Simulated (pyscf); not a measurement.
Optimised with ωB97X-D3(BJ)/def2-SVP in PySCF. Correlated levels are frozen-core, on RHF or UHF. ΔMP2 is the change of the MP2 total energy from the triple- to the quadruple-zeta basis.

Q: For the elementary gas-phase step •O–SiH₂–OH -> [O=SiH]• + water (H₂O) (doublet surface; H–Si, O–Si broken, H–O formed), what barrier and reaction energy does CCSD(T)/def2-TZVPP + ΔMP2(QZVPP) give, measured from the reactant's lowest minimum found?

A: ΔE‡ = 181.8 kJ/mol, ΔE = +136.7 kJ/mol. Zero-point energy shifts the barrier by -7.5 kJ/mol. It is a 1,1-elimination, with an imaginary mode of 1378i cm⁻¹. On the product side the descent ends in an adduct with a O–Si contact, 71.9 kJ/mol under the separated species and 96.4 kJ/mol under the saddle at ωB97X-D3(BJ)/def2-TZVP. What is counted as broken (O–Si) persists as a longer contact in the product adduct; parting that adduct is a step of its own. At ωB97X-D3(BJ) the barrier from the zero used here is 194.7 kJ/mol. The same reactants have a lower exit, to HO–SiH•–OH (barrier +72.3 kJ/mol at ωB97M-D3(BJ), against +188.3 kJ/mol here). •O–SiH₂–OH lies 93.7 kJ/mol over its isomer HO–SiH•–OH (electronic energy, ωB97M-D3(BJ)). This is the saddle that the search found; another between the same sides may lie lower. The CCSD(T) − MP2 part came from Ansatz, without density fitting, on the same reference.
